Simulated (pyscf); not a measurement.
7 gas-phase steps of one pattern: hydrogen abstraction on the doublet surface, H–H broken and Ge–H or H–Si formed. PySCF, gas phase, ωB97X-D3(BJ)/def2-SVP geometries. Electronic energies in kcal/mol, from the separated reactants; ΔE‡ at ωB97M-D3(BJ)/def2-TZVP, beside the barrier at B3LYP-D3(BJ)/def2-TZVP on the same structures. Rows were drawn at random from the steps of this pattern with a verified saddle, stable references and no exit in the data more than 5 kcal/mol lower.

```tsv
row	step	ΔE‡(B3LYP-D3(BJ))	ΔE‡
1	HO–Si•(OH)–OH + H₂ → HO–SiH(OH)–OH + H•	11.4	?
2	HO–Si•(OH)–Cl + H₂ → HO–SiH(OH)–Cl + H•	13.6	13.9
3	H₃C–Si•(Cl)–Cl + H₂ → H₃C–SiH(Cl)–Cl + H•	15.5	15.6
4	•H₂Si–Cl + H₂ → H₃Si–Cl + H•	15.6	16.4
5	•H₂Si–Br + H₂ → H₃Si–Br + H•	16.4	17.0
6	GeH₃• + H₂ → GeH₄ + H•	20.1	22.5
7	HS–GeH₂• + H₂ -> HS–GeH₃ + H•	24.1	25.4
```

### Question
From a straight line through the complete rows, estimate the missing barrier and say how far the line can be trusted.

### Answer
Over the 6 complete rows the means are +17.6 (ΔE‡(B3LYP-D3(BJ))) and 18.5 (ΔE‡); least squares gives b = 1.15 and a = -1.7 kcal/mol, with residuals of 0.6 kcal/mol (root mean square; largest 1.1, row 6). For row 1: -1.7 + 1.15 × (+11.4) = 11.4 kcal/mol, an extrapolation. The computed barrier is 11.9 kcal/mol, 0.5 over the line. The line follows the complete rows closely. Each barrier is that of the saddle found. Elements up to Kr have no core potential and no relativistic terms here.
